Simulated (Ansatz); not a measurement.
fcc Ir, treated with LDA in Ansatz (plane waves, PAW).

Numerical settings: plane-wave cutoff 520 eV, 24×24×24 k mesh, Fermi–Dirac smearing 0.05 eV, no spin polarisation, scalar-relativistic PAW data made under PBE.

Pressure at four volumes; x = ln(V/13.840 Å³). One pressure is withheld.

```tsv
V (Å³/atom)	x	P (GPa)
13.009	-0.0619	?
13.286	-0.0409	18.26
13.840	0.0000	-0.04
14.670	0.0582	-20.41
```

Task: Pass a parabola P(x) through the three rows shown, estimate the bulk modulus and its pressure derivative near zero pressure, and predict the withheld pressure.

Result: Slopes between the rows: (-0.04 − (18.26))/(0.0000 − (-0.0409)) = -447.43 and (-20.41 − (-0.04))/(0.0582 − (0.0000)) = -350.00 GPa. Their difference over the span 0.0991 is c = 97.43/0.0991 = 983.1 GPa, so P(x) = 18.26 + (-447.43)(x − (-0.0409)) + 983.1 (x − (-0.0409))(x − (0.0000)). At the middle row B = −dP/dx = −[-447.43 + 983.1 × 0.0409] = 407.2 GPa, and B′ = dB/dP = 2c/B = 4.8. At x = -0.0619 the parabola gives 28.93 GPa; the run gives 29.19 GPa. The Birch–Murnaghan fit to the energies at all volumes has B0 = 405 GPa and B′ = 5.0.

Measured, for comparison: bulk modulus 365 GPa (corrected for temperature and zero-point phonon effects; as tabulated in Levämäki et al. (2014), arXiv:1402.3671). Computed less measured: bulk modulus +11 %.

Spin–orbit coupling is not included.

Ansatz is a quantum-chemistry and plane-wave program.
